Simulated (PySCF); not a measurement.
C4H5 (doublet state).
Bonds: C1–C2 (triple), C2–C3, C3–C4. Hydrogens: H5 on C1; H6 on C3; H7, H8, H9 on C4.

Level of theory: PBE0-D3(BJ)/def2-SVP geometry optimisation, gas phase (PySCF 2.14.0).

Task: List the bond lengths and angles at this level.

Result: 
```
               bond  length (bohr)   order
              C1≡C2          2.327  triple
              C2–C3          2.600  single
              C3–C4          2.818  single
              C1–H5          2.029  single
              C3–H6          2.071  single
C4–H7, C4–H8, C4–H9          2.083  single
```

Bonds in one row agree within 0.02 bohr and their mean is given. Orders are formal, as drawn. A selection of angles:
```
   angle  degrees
C2–C1–H5    179.6
C1–C2–C3    179.4
C2–C3–C4    123.9
C2–C3–H6    117.7
C4–C3–H6    118.4
C3–C4–H7    111.1
H7–C4–H8    106.5
H7–C4–H9    108.6
H8–C4–H9    107.7
```

The 3 C–C bonds span 1.231 Å (C1≡C2, drawn triple) to 1.491 Å (C3–C4, drawn single), a spread of 0.260 Å. C3 (carbon bonded to 2 C and H) is planar (angles 123.9°, 118.4° and 117.7°, sum 360.0°, 0.01 Å off the plane of its three neighbours). The 4 heavy atoms lie in one plane (0.001 Å rms).

Point group: near Cs, missed by 0.35 Å at most; the miss may be what the optimiser left on a soft mode. Whether it is a minimum is left open (no frequencies). ⟨S²⟩ = 0.778 (exact for a doublet: 0.75).
